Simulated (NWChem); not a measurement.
**wB97X/def2-SVP run of BN2H5 (SMILES NBN)**

Aim: the vertical ionisation energy of BN2H5 at wB97X/def2-SVP, from 2 runs. 

The results are computed with NWChem 7.3.0.

**1. The structure to begin with**

BN2H5: 8 atoms, total charge 0, spin state singlet. SMILES: `NBN`. Geometry: relaxed at PBE0-D4/def2-TZVP.

Bond lengths: N1–B2 1.409 Å, B2–N3 1.409 Å, N1–H4 1.005 Å, N1–H5 1.002 Å, B2–H6 1.200 Å, N3–H7 1.003 Å, N3–H8 1.005 Å. Angles: N1–B2–N3 122.9°, N1–B2–H6 118.5°, N3–B2–H6 118.5°, B2–N1–H4 124.5°, B2–N1–H5 121.9°, B2–N3–H7 121.9°, B2–N3–H8 124.5°, H4–N1–H5 113.6°, H7–N3–H8 113.6°.

**2. A single-point energy at wB97X/def2-SVP**

calc.xyz

```xyz
8

N     -0.971000     0.516500    -0.581100
B      0.194200     0.386600     0.200500
N      0.848200    -0.845200     0.401400
H     -1.426800    -0.244500    -1.053400
H     -1.423900     1.400900    -0.713700
H      0.649700     1.368600     0.718000
H      1.676700    -0.919800     0.960900
H      0.545000    -1.720300     0.011600
```

calc.nw

```
echo
start calc
memory 2200 mb
charge 0

geometry units angstroms noautosym nocenter noautoz
  load calc.xyz
end

basis spherical bse
  * library def2-SVP
end

dft
  xc wb97x
  grid lebedev 150 18
  convergence energy 1e-08
  iterations 100
  mulliken
  noprint "final vectors analysis"
end

task dft
```

The run is started by

```console
$ nwchem calc.nw > calc.out
```

The program printed:

```text
[...]
          Wavefunction type:  closed shell.
          No. of atoms     :     8
          No. of electrons :    24
[...]
          Charge           :     0
          Spin multiplicity:     1
[...]
          AO basis - number of functions:    67
[...]
              XC Information
              --------------
                       wb97x  Method XC Functional
                     Hartree-Fock (Exact) Exchange  1.000
                         wb97x Exchange Functional  1.000
                      wb97x Correlation Functional  1.000
[...]
 d= 0,ls=0.0,diis     1   -137.2554818129 -2.06D+02  8.35D-03  4.08D-01     7.4
[...]
 d= 0,ls=0.0,diis     8   -137.3055104825 -1.38D-09  6.22D-07  4.19D-10    48.3
         Total DFT energy =     -137.305510482533
      One electron energy =     -321.333118402649
           Coulomb energy =      134.956486854975
    Exchange-Corr. energy =      -19.781478737878
 Nuclear repulsion energy =       68.852599803019
[...]
      Total Density - Mulliken Population Analysis
     ---------------------------------------------
    Atom       Charge   Shell Charges
 -----------   ------   -------------------------------------------------------
    1 N    7     7.15   1.99  0.95  0.34  2.50  1.36  0.01
    2 B    5     5.09   1.99  0.75  0.14  1.62  0.47  0.12
    3 N    7     7.15   1.99  0.95  0.34  2.50  1.36  0.01
    4 H    1     0.89   0.73  0.12  0.05
    5 H    1     0.88   0.72  0.11  0.05
    6 H    1     1.07   0.75  0.31  0.01
    7 H    1     0.88   0.72  0.11  0.05
    8 H    1     0.89   0.73  0.12  0.05
[...]
```

Wall time 49 s (1 thread of Intel Xeon Platinum 8488C (Sapphire Rapids), shared host); peak memory 0.15 GiB.

**3. The doublet cation at the same level**

job.nw

```
start job
memory total 2200 mb
charge 1
geometry noautosym nocenter noautoz
N       -0.971000       0.516500      -0.581100
B        0.194200       0.386600       0.200500
N        0.848200      -0.845200       0.401400
H       -1.426800      -0.244500      -1.053400
H       -1.423900       1.400900      -0.713700
H        0.649700       1.368600       0.718000
H        1.676700      -0.919800       0.960900
H        0.545000      -1.720300       0.011600
end
basis spherical bse
N library def2-SVP
B library def2-SVP
H library def2-SVP
end
dft
xc wb97x
mult 2
grid lebedev 150 18
convergence energy 1e-08
iterations 100
mulliken
noprint "final vectors analysis"
end
task dft energy
```

The run is started by

```console
$ nwchem job.nw > job.out
```

The program printed:

```text
[...]
          Wavefunction type:  spin polarized.
          No. of atoms     :     8
          No. of electrons :    23
[...]
          Charge           :     1
          Spin multiplicity:     2
[...]
          AO basis - number of functions:    67
[...]
              XC Information
              --------------
                       wb97x  Method XC Functional
                     Hartree-Fock (Exact) Exchange  1.000
                         wb97x Exchange Functional  1.000
                      wb97x Correlation Functional  1.000
[...]
 d= 0,ls=0.0,diis     1   -136.8586582873 -2.06D+02  6.03D-03  2.29D-01    10.1
[...]
 d= 0,ls=0.0,diis    10   -136.9647685078 -7.37D-09  4.39D-07  3.25D-10    82.0
[...]
         Total DFT energy =     -136.964768507766
      One electron energy =     -314.287372748886
           Coulomb energy =      127.901001107681
    Exchange-Corr. energy =      -19.430996669581
 Nuclear repulsion energy =       68.852599803019
[...]
      Total Density - Mulliken Population Analysis
     ---------------------------------------------
    Atom       Charge   Shell Charges
 -----------   ------   -------------------------------------------------------
    1 N    7     6.91   1.99  1.01  0.35  2.43  1.13  0.01
    2 B    5     5.08   1.99  0.78  0.13  1.67  0.40  0.11
    3 N    7     6.91   1.99  1.01  0.35  2.43  1.13  0.01
    4 H    1     0.80   0.70  0.06  0.05
    5 H    1     0.78   0.69  0.04  0.05
    6 H    1     0.94   0.74  0.19  0.01
    7 H    1     0.78   0.69  0.04  0.05
    8 H    1     0.80   0.70  0.06  0.05
[...]
      <S2> =      0.7845 (Exact =     0.7500)
[...]
```

Run time: 83 s. Hardware: 1 thread of Intel Xeon Platinum 8488C (Sapphire Rapids), shared host; peak memory 0.15 GiB.

**4. Outcome**

At wB97X/def2-SVP:

| quantity | value |
| --- | --- |
| singlet BN2H5: total energy | -137.30551 Eh |
| singlet BN2H5: dipole moment | 1.51 D |
| doublet cation: total energy | -136.96477 Eh |
| doublet cation: ⟨S²⟩ | 0.784 |
| vertical ionisation energy (to the doublet cation) | 9.272 eV |

What this shows: The vertical ionisation energy comes to 9.27 eV (214 kcal/mol).
